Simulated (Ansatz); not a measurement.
Two shapes of singlet CF₄.

Shape 1:

```xyz
5

C     0.0393   -0.0309   -0.0016
F     0.7939    0.7959    0.7572
F     0.7448   -0.7668   -0.7124
F    -0.7321    0.7442   -0.7985
F    -0.7794   -0.7377    0.8000
```

Shape 2:

```xyz
5

C     0.0000    0.0000    0.0000
F     0.6988    0.6988    0.6988
F     0.6988   -0.6988   -0.6988
F    -0.6988    0.6988   -0.6988
F    -0.6988   -0.6988    0.6988
```

Basis set: cc-pVTZ (spherical functions). Frozen core: 5 orbitals. Charge 0, multiplicity 1.

Computed with Ansatz (development build ahead of 0.2.0); each method stands on the lowest determinant of its kind that the runs found.

Task: Which shape is lower in energy, and by how much in each method?

Result:

```tsv
method	E(2) − E(1) (eV)
RHF	0.962
RHF-MP2	1.639
```

Shape 1 is lower. Caution: no unrestricted run beside it, a lower state can exist.
